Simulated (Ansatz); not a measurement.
# [PO3]− (metaphosphate (po31-) (8ci,9ci)) at 6 levels

We compute a comparison of 6 runs (HF/STO-3G, B3LYP/STO-3G, HSE06/STO-3G, UPBE0/STO-3G, r2SCAN/STO-3G, BCCD(T)/STO-3G) of [PO3]− (metaphosphate (po31-) (8ci,9ci)). 

Program for the calculation: Ansatz 0.2.0.

10 further runs of the same task are left out: 9 that didn't finish, 1 set aside as unsound or not needed.

## 1. The system as given

[PO3]−: 4 atoms, total charge -1, spin state singlet. As SMILES, `O=P(=O)[O-]`. The P2–O1 distance was set to 2.963 Å, away from the relaxed value. At this shape a bond of the SMILES string is far longer than usual.

Bond lengths: P2–O3 1.482 Å, P2–O4 1.482 Å. Angles: O3–P2–O4 120.0°. A long bond or contact: O1–P2 2.963 Å.

## 2. A single-point energy at HF/STO-3G (run 1)

input.yaml

```yaml
crystal:
  periodic: [false, false, false]
  atoms:
    - symbol: O
      position_ang: [1.159575, -0.839329, -2.594636]
    - symbol: P
      position_ang: [0.000330, 0.000460, -0.000130]
    - symbol: O
      position_ang: [-1.057020, 1.037780, 0.038020]
    - symbol: O
      position_ang: [0.476740, -0.618790, 1.259510]
basis:
  gaussian:
    orbitals: STO-3G
total_charge: -1
hamiltonian:
  xc: hf
accuracy: high
```

Started as:

```console
ansatz run input.yaml --threads 1 --pin off --max-ram 2610MiB --events-out events.jsonl --progress --plain --runs-dir runs
```

The program printed:

```text
Warning: RAYON_NUM_THREADS=1 ignored (pool sized by the plan → 1); use --threads N
Functional definition: HF
  name "HF"
  exchange = exact_x
  correlation = 0
419 factors; integrals over basis functions are off by at most 2.3e-8 eV
mean field evaluation 1: about -15152.7674 eV, gradient 3.5e1 eV
mean field evaluation 2: about -15152.8134 eV, gradient 3.5e1 eV
mean field evaluation 4: about -15145.8828 eV, gradient 4.4e1 eV
mean field evaluation 8: about -15183.0720 eV, gradient 4.0e-1 eV
mean field evaluation 16: about -15183.0649 eV, gradient 9.8e-9 eV
mean field evaluation 32: about -15182.7889 eV, gradient 6.1e-1 eV
mean field evaluation 64: about -15182.0200 eV, gradient 1.1e1 eV
mean field evaluation 96: about -15183.0649 eV, gradient 3.5e-2 eV
mean field -15183.06488960 eV, -557.9673432420 hartree, gradient 9.8e-9 eV, S^2 0.000000; 3 other end points of the search recorded, 0 dependent functions left out
reference -15183.06488960 eV, -557.9673432420 hartree; 20, 20 occupied and 4, 4 virtual orbitals, 419 factors
Total energy: -15183.06488960 eV, -557.9673432420 hartree
```

Run time: 0.3 s. Hardware: 1 thread of Arm Neoverse V1, shared host.

## 3. A single-point energy at B3LYP/STO-3G (run 2)

in.yaml

```yaml
crystal:
  periodic: [false, false, false]
  atoms:
    - symbol: O
      position_ang: [1.159575, -0.839329, -2.594636]
    - symbol: P
      position_ang: [0.000330, 0.000460, -0.000130]
    - symbol: O
      position_ang: [-1.057020, 1.037780, 0.038020]
    - symbol: O
      position_ang: [0.476740, -0.618790, 1.259510]
basis:
  gaussian:
    orbitals: STO-3G
total_charge: -1
hamiltonian:
  xc: {name: B3LYP}
accuracy: high
```

Started as:

```console
ansatz run in.yaml --threads 1 --pin off --max-ram 2610MiB --events-out events.jsonl --progress --plain --runs-dir runs
```

The program printed:

```text
Warning: RAYON_NUM_THREADS=1 ignored (pool sized by the plan → 1); use --threads N
Functional definition: B3LYP
  name "B3LYP"
  parameter a0 = 0.2
  parameter ax = 0.72
  parameter ac = 0.81
  exchange = (1 - a0 - ax)*slater_x + ax*b88_x + a0*exact_x
  correlation = (1 - ac)*vwn_rpa_c + ac*lyp_c
419 factors; integrals over basis functions are off by at most 2.3e-8 eV
mean field evaluation 1: about -15197.4973 eV, gradient 3.9e1 eV
mean field evaluation 2: about -14668.6613 eV, gradient 5.6e1 eV
mean field evaluation 4: about -15193.7847 eV, gradient 3.2e1 eV
mean field evaluation 8: about -15226.6298 eV, gradient 8.8e-1 eV
mean field evaluation 16: about -15226.6536 eV, gradient 1.9e-8 eV
mean field evaluation 32: about -15225.9663 eV, gradient 8.8e0 eV
mean field -15226.65357448 eV, -559.5691978656 hartree, gradient 1.9e-8 eV, S^2 0.000000; 4 other end points of the search recorded, 0 dependent functions left out
reference -15226.65359633 eV, -559.5691986685 hartree; 20, 20 occupied and 4, 4 virtual orbitals, 419 factors
Total energy: -15226.65359633 eV, -559.5691986685 hartree
```

Wall time 1.8 s (1 thread of Arm Neoverse V1, shared host); peak memory 0.097 GiB.

Runs 3 to 5 aren't shown in full; the table further down has their settings and results.

## 4. The energy at BCCD(T)/STO-3G (run 6)

input.yaml: that of step 2 with these lines changed.

```diff
@@ -15,4 +15,7 @@
 total_charge: -1
-hamiltonian:
-  xc: hf
+correlation:
+  method: bccd_t
+  frozen_orbitals: {O: 1, P: 5}
 accuracy: high
+scf:
+  omitted_lower_state_checks: [cluster_reference, increment]
```

Started as:

```console
ansatz run input.yaml --threads 1 --pin off --max-ram 2610MiB --events-out events.jsonl --progress --plain --runs-dir runs
```

The program printed:

```text
Warning: RAYON_NUM_THREADS=1 ignored (pool sized by the plan → 1); use --threads N
[... 14 lines left out ...]
8 core orbitals not correlated: weight in the atoms' cores, before any rotation towards them, 1.000 or more for the frozen orbitals, at most 0.000 for the correlated occupied ones
[... 83 lines left out ...]
Total energy: -15188.84466268 eV, -558.1797459849 hartree
Checks for a lower state left out: cluster_reference, increment
```

Wall time 0.79 s (1 thread of Arm Neoverse V1, shared host).

## 5. All runs side by side

```tsv
run	level	frozen core orbitals	energy (Eh)	wall time
1	HF/STO-3G	–	-557.967343	0.3 s
2	B3LYP/STO-3G	–	-559.569199	1.8 s
3	HSE06/STO-3G	–	-559.234459	1.9 s
4	UPBE0/STO-3G	–	-559.308140	16 s
5	r2SCAN/STO-3G	–	-559.510242	4.2 s
6	BCCD(T)/STO-3G	8	-558.179746	0.79 s
```

## 6. Results

```
                                          quantity          value
                               run 6: total energy  -558.17975 Eh
run 6: correlation energy (8 core orbitals frozen)     -212.4 mEh
                             run 6: (T) correction     -23.12 mEh
```

What this shows: Totals of different functionals can't be ranked against each other. In run 6 the log says that unrestricted orbitals would lower the reference, so the values rest on an unstable closed-shell determinant (other closed-shell runs at this shape may share the fault). In runs 1, 2, 3, 4, 5, 6 the basis is minimal, so the values are rough. Spin contamination of the reference: run 4 ⟨S²⟩ = 1.00. Where it is this large, the reference is a mixture of spin states, and values that rest on it are in doubt. All runs together took 25 s, the longest 16 s.
